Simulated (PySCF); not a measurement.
System (SMILES): N#C (CH-N).
Geometry (B3LYP-D3(BJ)/def2-TZVP, fixed):
```xyz
3

C      0.0000     0.0000    -0.4969
N      0.0000     0.0000     0.6493
H      0.0000     0.0000    -1.5636
```

How fast the isotropic shielding of C1 converges with the basis for several methods (PySCF): deviation from each method's own reference, in ppm. References: HF 72.09 ppm, the value in pcSseg-3; PBE 71.32 ppm, the value in pcSseg-3; PBE0 70.62 ppm, the value in pcSseg-3. All functions are spherical. Core-valence sets carry the plain set on hydrogen. No added dispersion term, no relativity. GIAO; atoms are numbered in the order shown.

```tsv
basis	functions	HF	PBE	PBE0
def2-SV(P)	30	(withheld)	24.47	23.13
6-311+G**	50	(withheld)	7.48	6.65
aug-cc-pVDZ	55	(withheld)	20.81	20.10
aug-pcseg-1	55	(withheld)	17.90	16.94
def2-TZVP	68	(withheld)	7.74	6.70
def2-TZVPP	76	(withheld)	7.59	6.57
cc-pCVTZ	100	(withheld)	4.40	4.18
pcSseg-3	177	(withheld)	0.00	0.00
```

Problem. Some entries are withheld; supply them.

Solution. 
- def2-SV(P), HF: 19.86
- 6-311+G**, HF: 3.54
- aug-cc-pVDZ, HF: 17.79
- aug-pcseg-1, HF: 14.07
- def2-TZVP, HF: 3.69
- def2-TZVPP, HF: 3.65
- cc-pCVTZ, HF: 3.92
- pcSseg-3, HF: 0.00

Mean absolute deviation over 6-311+G**, def2-TZVP, def2-TZVPP, cc-pCVTZ: HF 3.70, PBE0 6.02, PBE 6.80 ppm.
